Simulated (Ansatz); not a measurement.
C₂H₄FN, SMILES N=CCF, a rigid scan of one bond length

Computed with the Python package of Ansatz (0.2.0).

Run as a notebook:

In [1]:
```python
import ansatz as az
import numpy as np
```

In [2]:
```python
GEOMETRY = """
N    -0.99650    1.22760   -0.19460
C    -0.05630    0.68330    0.38150
C     0.40130   -0.68080   -0.01240
F    -0.21940   -1.19740   -1.02590
H    -1.40850    0.64160   -0.96120
H     0.47210    1.21520    1.20250
H     0.38070   -1.34440    0.86940
H     1.51870   -0.60230   -0.31510
"""

molecule = az.Crystal.molecule()
for line in GEOMETRY.strip().splitlines():
    symbol, *xyz = line.split()
    molecule = molecule.atom(symbol, [float(v) for v in xyz])

symbols = [site.symbol for site in molecule.cartesian_sites]
start = np.array([site.position_ang for site in molecule.cartesian_sites])
axis = (start[0] - start[1]) / np.linalg.norm(start[0] - start[1])
moving = [0, 4]
lengths, energies = [1.082, 1.131, 1.18, 1.23, 1.279, 1.328, 1.377, 1.451], []
for length in lengths:
    xyz = start.copy()
    xyz[moving] += (length - np.linalg.norm(start[0] - start[1])) * axis
    point = az.Crystal.molecule()
    for symbol, place in zip(symbols, xyz):
        point = point.atom(symbol, place.tolist())
    base = (
        point.calculation()
        .basis(gaussian="cc-pVDZ")  # atom-centred Gaussian functions
        .functional("r2scan0")
    )
    summary = base.run().report
    energies.append(summary["free_energy_ev"])
    print(f"r = {length:6.3f} A  E = {energies[-1]:.5f} eV  <S^2> = {abs(summary['mean_field']['state']['spin_squared']):.3f}")
```
```text
r =  1.082 A  E = -6339.29970 eV  <S^2> = 0.000
r =  1.131 A  E = -6340.27386 eV  <S^2> = 0.000
r =  1.180 A  E = -6340.84483 eV  <S^2> = 0.000
r =  1.230 A  E = -6341.11379 eV  <S^2> = 0.000
r =  1.279 A  E = -6341.14696 eV  <S^2> = 0.000
r =  1.328 A  E = -6341.01088 eV  <S^2> = 0.000
r =  1.377 A  E = -6340.75068 eV  <S^2> = 0.000
r =  1.451 A  E = -6340.19806 eV  <S^2> = 0.000
```

In [3]:
```python
# quartic fit about the minimum
fit = np.polynomial.Polynomial.fit(lengths, np.array(energies) - min(energies), 4).convert()
roots = [r.real for r in fit.deriv().roots() if abs(r.imag) < 1e-9 and fit.deriv(2)(r.real) > 0]
r_e = min(roots, key=lambda r: abs(r - lengths[int(np.argmin(energies))]))
print(f"minimum of the fit at {r_e:.4f} A, force constant {fit.deriv(2)(r_e):.2f} eV/A^2")
```
```text
minimum of the fit at 1.2619 A, force constant 77.61 eV/A^2
```

Caveats:
- The settings weren't tested for convergence.
- The rest of the molecule is held rigid at a force-field or estimated start geometry, and the basis set is modest; single-reference methods fail as a bond breaks.
- The orbitals are restricted, so S² is zero by construction.
- Toward dissociation an unrestricted state can lie under the restricted one, by tenths of an eV for polar bonds under a functional and by 1 to 2 eV or more for others.
- The whole script took 28 s on 1 thread of Arm Neoverse V1, with other jobs on the host, peak memory 0.22 GiB.
